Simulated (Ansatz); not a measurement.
This geometry of H4S2Si (7 atoms, charge 0, multiplicity 1) is a first-order saddle point.

All numbers below come from RKS PBE-D4/def2-TZVP in Ansatz 0.2.0.

```xyz
7
Properties=species:S:1:pos:R:3
Si -0.527 -0.188 0.719
S 1.029 -0.496 -1.098
S -1.541 1.326 -0.143
H -0.083 0.393 -1.390
H -1.040 -1.596 0.738
H 0.399 -0.015 1.885
H 1.763 0.575 -0.711
```

Q: Which two structures does it join? (They come from a converged band through this point; their orientation in space is the band's.)

A: Bonds broken: S3–H4. Bonds formed: S2–H4.

Initial state:

```xyz
7
Properties=species:S:1:pos:R:3
Si -0.159 -0.304 0.517
S 1.586 -0.793 -0.633
S -1.301 1.333 -0.273
H -1.469 0.749 -1.485
H -0.918 -1.588 0.543
H 0.163 0.144 1.903
H 2.097 0.460 -0.572
```

Final state:

```xyz
7
Properties=species:S:1:pos:R:3
Si -0.596 -0.065 0.849
S 1.116 -0.523 -0.981
S -1.468 1.654 0.401
H 0.183 -0.194 -1.908
H -1.220 -1.412 0.626
H 0.461 -0.227 1.904
H 1.525 0.767 -0.890
```

Q: How far does it lie above each of them?

A: 1.40 eV above the first and 0.12 eV above the second. This is the barrier of this one path; another mechanism may lie lower. The orbitals stay closed-shell, which can raise the energy where a bond breaks towards radicals; this wasn't checked here.

Time of the run: 2.8 min on 4 threads of Arm Neoverse N1, with other jobs on the host, peak memory 0.18 GiB.
